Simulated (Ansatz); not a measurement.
# Abstraction of H: SiH2(OH)(SiH3) + NCO → SiH(OH)(SiH3) + HNCO

Gas-phase species: SiH2(OH)(SiH3), singlet; NCO (nco radical) `[N]=C=O`, doublet; SiH(OH)(SiH3), doublet; HNCO (isocyanic acid) `N=C=O`, singlet. A radical takes H: the energy is the difference in strength between the Si–H bond broken and the N–H bond made.

Shapes, held fixed at every level: PBE0-D4/def2-TZVP. Flexible molecules stand in one conformer, not always the lowest. Programs: Ansatz 0.2.0. The zero-point and thermal change to 298 K, harmonic and unscaled (PBE0-D4/def2-TZVP), is +7.0 kJ/mol.

Estimate ΔH(298 K) of this reaction.

The highest level, CCSD(T)/CBS estimate, gives ΔH(298 K) = -91.0 kJ/mol; the levels span -95.0 to -73.1. The column of differences is taken from that level and isn't an error. No measured value is set beside it here. Spin contamination: NCO (⟨S²⟩ up to 0.84). Open shells run unrestricted. The CBS estimate extrapolates MP2 from def2-TZVPP and def2-QZVPP and adds CCSD(T) − MP2 in the triple-zeta set, cores frozen. Times are processor times on shared x86 and Arm servers, and rough.

```json
{"level": "B3LYP/6-31G* (Cartesian functions)", "kind": "global hybrid", "ΔH(298 K) (kJ/mol)": "-73.1", "less CCSD(T)/CBS estimate": "+17.9", "CPU time (sum over the molecules)": "33 s"}
{"level": "B3LYP-D4/def2-TZVPP", "kind": "global hybrid", "ΔH(298 K) (kJ/mol)": "-90.0", "less CCSD(T)/CBS estimate": "+1.0", "CPU time (sum over the molecules)": "37 s"}
{"level": "r2SCAN0-D4/def2-TZVPP", "kind": "global hybrid", "ΔH(298 K) (kJ/mol)": "-95.0", "less CCSD(T)/CBS estimate": "-4.0", "CPU time (sum over the molecules)": "41 s"}
{"level": "wB97M-V/def2-TZVPP", "kind": "range-separated hybrid", "ΔH(298 K) (kJ/mol)": "-85.8", "less CCSD(T)/CBS estimate": "+5.2", "CPU time (sum over the molecules)": "70 s"}
{"level": "wB97X-V/def2-TZVPP", "kind": "range-separated hybrid", "ΔH(298 K) (kJ/mol)": "-82.2", "less CCSD(T)/CBS estimate": "+8.8", "CPU time (sum over the molecules)": "50 s"}
{"level": "B2PLYP/def2-TZVPP", "kind": "double hybrid", "ΔH(298 K) (kJ/mol)": "-94.1", "less CCSD(T)/CBS estimate": "-3.1", "CPU time (sum over the molecules)": "26 s"}
{"level": "CCSD(T)/CBS estimate", "kind": "coupled cluster or CI", "ΔH(298 K) (kJ/mol)": "-91.0", "less CCSD(T)/CBS estimate": "0.0", "CPU time (sum over the molecules)": "–"}
```
